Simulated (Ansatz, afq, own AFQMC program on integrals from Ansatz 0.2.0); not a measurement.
Integrals from Ansatz 0.2.0, then the random walk in our own AFQMC program (afq).

```yaml
crystal:
  periodic: [false, false, false]
  atoms:
    - {symbol: B, position_ang: [-1.336956, 0.000000, 0.000000]}
    - {symbol: H, position_ang: [-1.933690, 1.033571, 0.000000]}
    - {symbol: H, position_ang: [-1.933690, -1.033571, 0.000000]}
    - {symbol: H, position_ang: [-0.003956, 0.000000, 0.000000]}
    - {symbol: B, position_ang: [1.351044, 0.000000, 0.000000]}
    - {symbol: H, position_ang: [1.860117, 0.000000, 1.077008]}
    - {symbol: H, position_ang: [1.860117, 0.000000, -1.077008]}
basis:
  gaussian: {orbitals: cc-pVDZ}
magnetization: {spin_polarized: true, initial_magnetization: 1}
correlation: {method: ccsd_t, electrons: outside_noble_gas, hamiltonian_folder: ham}
```

```sh
$ ansatz run in.yaml --threads 1 --pin off --events-out ev --progress --plain --max-ram 16896MiB --backend cuda --devices 0, --max-vram 18GiB
```

Options of the walk:

```
--method phaseless --trial cisd --walkers 4000 --populations 20 --least-time 60 --time-step 0.005 --steps-per-block 50 --equilibration-blocks 28 --max-blocks 4000 --target-error 0.0002 --factor-cut 1e-05 --start spin_pure --seed 5893 --release-times 0.24,0.51,0.99,1.62,2.4 --release-step 0.03 --release-every 3 --taylor-order 6
```

Times are imaginary, in 1/Eh. The walk had a cap of 167 s. With eight or more populations the least sampling time is a fifth of least-time, and the error comes from their spread.

```
orbitals 51  electrons 6 5  factors 397 of 476
reference energy -52.10190960 Eh
CCSD correlation -0.22016744 Eh in 11 cycles, weight of the determinant in the CISD state 0.8901
energy of the start -52.321605 Eh
 block  time / (1/Eh)  mean weight  energy / Eh
     1     0.250  0.9999  -52.318555
     2     0.500  1.0000  -52.319730
     3     0.750  1.0001  -52.321485
     4     1.000  0.9999  -52.323049
     5     1.250  0.9999  -52.324222
    10     2.500  1.0000  -52.326854
    15     3.750  1.0001  -52.327709
    20     5.000  0.9999  -52.327337
    25     6.250  1.0000  -52.326858
    28     7.000  1.0000  -52.326711
    30     7.500  0.9999  -52.327408
    35     8.750  0.9999  -52.327596
    38     9.500  1.0001  -52.328092
    40    10.000  1.0001  -52.327966
    45    11.250  1.0001  -52.327131
    50    12.500  0.9998  -52.327457
    55    13.750  1.0002  -52.327369
    60    15.000  0.9998  -52.327157
    65    16.250  1.0004  -52.326865
    70    17.500  1.0001  -52.327062
    75    18.750  1.0001  -52.327942
    78    19.500  0.9999  -52.327642
error from the spread of 20 populations
released: time / (1/Eh)  energy / Eh  error  mean overlap
  0.24  -52.327606  0.000110  0.9990
  0.51  -52.327680  0.000069  0.9989
  0.99  -52.327758  0.000080  0.9948
  1.62  -52.327812  0.000090  0.9928
  2.40  -52.328121  0.000109  0.9775
energy -52.327478 +/- 0.000113 Eh
(rows thinned)
```

Q: Estimate how long the walk took on 1 × NVIDIA H100 80GB HBM3 with 2 threads of AMD EPYC 7R13 Processor (Zen 3), with other jobs on the host (the card was shared).

A: 88 s of wall time.

The run passed its tests (sampling time, drift between the halves within three errors, error under three times the target), which doesn't prove that it has relaxed.

Against this walk (error 3.1 meV) on the same determinant: CCSD(T) 23.2 meV higher, CCSDT(Q) 7.7 meV lower. The error is statistical and leaves out the bias of the constraint. The released energies are still falling (meV from the phaseless value at times in 1/Eh: -3 ± 3 at 0.24, -5.5 ± 1.9 at 0.51, -7.6 ± 2.2 at 0.99, -9.1 ± 2.5 at 1.62, -17 ± 3 at 2.40), so they give no level; they do show a bias of the constraint, and the last of them that isn't too noisy lies 10 meV below CCSDT(Q).

Cautions: constraint bias not in the error.

CCSDT and higher add their correlation energy to the determinant of the CCSD(T) run, since their own runs factorise the integrals more tightly (a shift of under 2 meV). A walk keeps the symmetry of its determinant, which the program's search chose and which needn't be the lowest solution, so a lower state of the same spin and another symmetry isn't excluded.
